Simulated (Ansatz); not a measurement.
**Question.** Name a neutral molecule of Al, C, O and H with size of the dipole moment (B3LYP/def2-TZVPP) between 4.85 and 5.15 D and LUMO energy (PBE/def2-TZVPP) between -1.50 and -1.20 eV (Ansatz, PBE0-D4/def2-TZVP geometry).

**Answer.** `C[OH+][AlH3-]` (5.04 D, -1.23 eV). Other molecules can fit too; these were computed, each in one conformer that needn't be the lowest.

B3LYP here is the variant with VWN-RPA as its local correlation; programs differ in this.
